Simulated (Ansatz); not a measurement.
# C₇H₁₆: ionisation energy by level of theory

One table from this session's results is given with a row withheld; the runs are named, their logs left out.

The runs use Ansatz 0.2.0, Gaussian basis; unrestricted cation, the program's frozen cores in correlated methods.

The runs, in order: UKS PBE-D4/def2-TZVPP; UKS r2SCAN-D4/def2-TZVPP; UKS PBE0-D4/def2-TZVPP; UKS B3LYP-D4/def2-TZVPP; UKS wB97X-V/def2-TZVPP; UKS wB97M-V/def2-TZVPP; UKS B2PLYP/def2-TZVPP; UHF-MP2/def2-TZVPP; UHF-MP2/def2-QZVPP; then −ε(HOMO) from the neutral's earlier runs with LDA (SPW92), PBE-D4, revPBE-D4, BLYP-D4, r2SCAN-D4, B97M-V, PBE0-D4, B3LYP-D4, r2SCANh-D4, r2SCAN0-D4, HSE06-D4, BHLYP-D4, CAM-B3LYP-D4, LC-ωPBE, ωB97X-V, ωB97M-V.

1 further run of the same task is left out (it didn't finish).

## Structure used throughout

An earlier PBE0-D4 in a triple-zeta def2 set relaxation fixed the geometry.

SMILES `CCC(CC)CC`, 23 atoms, charge 0, spin multiplicity 1.

Atoms are counted from 1 here; the program's logs count them from 0.

Bond lengths: C1–C2 1.520 Å, C1–H8 1.093 Å, C1–H9 1.093 Å, C1–H10 1.094 Å, C2–C3 1.529 Å, C2–H11 1.094 Å, C2–H12 1.097 Å, C3–C4 1.529 Å, C3–C6 1.529 Å, C3–H13 1.101 Å, C4–C5 1.520 Å, C4–H14 1.094 Å, C4–H15 1.097 Å, C5–H16 1.094 Å, C5–H17 1.093 Å, C5–H18 1.093 Å, C6–C7 1.520 Å, C6–H19 1.094 Å and more. Angles: C2–C1–H8 111.2°, C2–C1–H9 112.2°, C2–C1–H10 110.8°, H8–C1–H9 107.3°, H8–C1–H10 107.6°, H9–C1–H10 107.5°, C1–C2–C3 114.4°, C1–C2–H11 108.5°, C1–C2–H12 109.9°, C3–C2–H11 109.4°, C3–C2–H12 108.4°, H11–C2–H12 105.9°, C2–C3–C4 111.1°, C2–C3–C6 111.1°, C2–C3–H13 107.8°, C4–C3–C6 111.1°, C4–C3–H13 107.8°, C6–C3–H13 107.8° and more.

Set-up of the first run:

The input, in.yaml:

```yaml
crystal:
  periodic: [false, false, false]
  atoms:
    - {symbol: C, position_ang: [1.255573, -1.595465, -1.572179]}
    - {symbol: C, position_ang: [1.315432, -0.649903, -0.383889]}
    - {symbol: C, position_ang: [-0.017590, 0.013519, -0.036556]}
    - {symbol: C, position_ang: [-0.979325, -0.986785, 0.605345]}
    - {symbol: C, position_ang: [-2.433085, -0.543835, 0.612772]}
    - {symbol: C, position_ang: [0.191642, 1.231412, 0.863778]}
    - {symbol: C, position_ang: [0.787977, 2.438397, 0.158614]}
    - {symbol: H, position_ang: [2.233646, -2.038321, -1.774417]}
    - {symbol: H, position_ang: [0.554319, -2.417639, -1.410523]}
    - {symbol: H, position_ang: [0.938810, -1.065751, -2.475261]}
    - {symbol: H, position_ang: [2.061947, 0.122560, -0.592180]}
    - {symbol: H, position_ang: [1.677430, -1.186400, 0.502449]}
    - {symbol: H, position_ang: [-0.473617, 0.363713, -0.975193]}
    - {symbol: H, position_ang: [-0.910754, -1.944407, 0.080343]}
    - {symbol: H, position_ang: [-0.643125, -1.181975, 1.631675]}
    - {symbol: H, position_ang: [-2.797512, -0.387952, -0.406734]}
    - {symbol: H, position_ang: [-2.576905, 0.391125, 1.159639]}
    - {symbol: H, position_ang: [-3.072735, -1.295459, 1.081339]}
    - {symbol: H, position_ang: [-0.765479, 1.525131, 1.305374]}
    - {symbol: H, position_ang: [0.832263, 0.935714, 1.704382]}
    - {symbol: H, position_ang: [0.914175, 3.276457, 0.848092]}
    - {symbol: H, position_ang: [1.768614, 2.222008, -0.271937]}
    - {symbol: H, position_ang: [0.138299, 2.773865, -0.654934]}
basis:
  gaussian: {orbitals: def2-TZVPP}
total_charge: 1
magnetization: {spin_polarized: true, initial_magnetization: 1}
hamiltonian: {xc: pbe, dispersion: d4}
```

Steps of the session up to this table: Cation, UKS PBE-D4/def2-TZVPP; Cation, UKS r2SCAN-D4/def2-TZVPP; Cation, UKS PBE0-D4/def2-TZVPP; Cation, UKS B3LYP-D4/def2-TZVPP; Cation, UKS wB97X-V/def2-TZVPP; Cation, UKS wB97M-V/def2-TZVPP; Cation, UKS B2PLYP (frozen core)/def2-TZVPP; Cation, UHF-MP2/def2-TZVPP; Cation, UHF-MP2/def2-QZVPP.

One of the session's tables, all rows but one given; the rest of the session is left out.

It belongs to the step «Ionisation energies side by side». For comparison, −ε(HOMO) of the neutral from earlier runs:

```
  functional  −ε(HOMO) (eV)
 LDA (SPW92)           7.25
      PBE-D4           7.17
   revPBE-D4           7.13
     BLYP-D4           7.09
   r2SCAN-D4           7.43
      B97M-V           7.60
     PBE0-D4           8.51
    B3LYP-D4           8.32
  r2SCANh-D4           7.93
  r2SCAN0-D4           8.68
    HSE06-D4           8.11
    BHLYP-D4           9.81
CAM-B3LYP-D4           9.92
     LC-ωPBE          11.24
     ωB97X-V              ?
     ωB97M-V          10.80
```

**Question.** Estimate the row for ωB97X-V.

As computed: −ε(HOMO) (eV): 10.91. In the column «−ε(HOMO) (eV)» it lies between ωB97M-V (10.80) and LC-ωPBE (11.24).
